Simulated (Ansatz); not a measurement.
# Worked example: the step energy

An elementary step of CH2Cl2, closed shell (CCl₂ + H₂ → CH₂Cl₂ ([Cl][CH2][Cl]); H–H broken or loosened, C–H, C–H formed or tightened). “Start” and “end” are the PBE0-D4/def2-TZVP structures reached by relaxing down either side of its saddle point, with the molecules still in contact.

Program: Ansatz 0.2.0. Basis: def2-TZVPP and def2-QZVPP. Cores are frozen in the correlated methods.

Energies in eV:

| quantity | end | start |
| --- | --- | --- |
| Hartree–Fock, triple zeta (X = 3) | -26070.23185 | -26066.48877 |
| Hartree–Fock, quadruple zeta (X = 4) | -26070.98080 | -26067.24154 |
| MP2 correlation, X = 3 | -15.07119 | -14.93952 |
| MP2 correlation, X = 4 | -16.45633 | -16.30206 |
| CCSD(T) correlation, X = 3 | -16.85172 | -16.95997 |

(1) Work out the step energy at the basis limit: extrapolate Hartree–Fock as E(X) = E∞ + A exp(−7.88 √X) and the MP2 correlation as E(X) = E∞ + B X^−2.97 (the exponents that Neese and Valeev fitted for def2-TZVPP and QZVPP), then add CCSD(T) − MP2 in triple zeta.

The T1 diagnostic stays at or below 0.020. The restricted Hartree–Fock reference is unstable towards an unrestricted one at one or more of these structures.

## Answers

(1) Each step is linear, so take the differences first (end − start): Hartree–Fock -3.74308 (X = 3) and -3.73926 (X = 4); MP2 correlation -0.13167 and -0.15427; CCSD(T) correlation 0.10825.
Two points give E∞ = E(4) + w [E(4) − E(3)], with w = 1/(exp(7.88 (2 − √3)) − 1) = 0.1377 for Hartree–Fock and w = 1/((4/3)^2.97 − 1) = 0.7407 for the correlation.
Hartree–Fock: -3.73926 + 0.1377 × 0.00382 = -3.7387 eV.
MP2 correlation: -0.15427 + 0.7407 × (-0.02260) = -0.1710 eV.
CCSD(T) − MP2: 0.10825 − (-0.13167) = 0.2399 eV.
Sum: -3.7387 + (-0.1710) + 0.2399 = -3.6698 eV, or -84.63 kcal/mol. Plain CCSD(T) in triple zeta gives -3.6348 eV, so the larger basis shifts the result by -0.0350 eV.

Labels in which every atom is bracketed show which atoms are joined, not bond orders.

For scale, one of the runs: CCSD(T)/def2-TZVPP, 143 basis functions, launched by `ansatz run in.yaml --threads 2 --pin off --events-out ev --progress --plain --max-ram 4352MiB`. Time: 21 s of wall clock on 2 CPU threads of an Arm Neoverse N1; the host was shared. Peak host memory: 0.78 GiB.
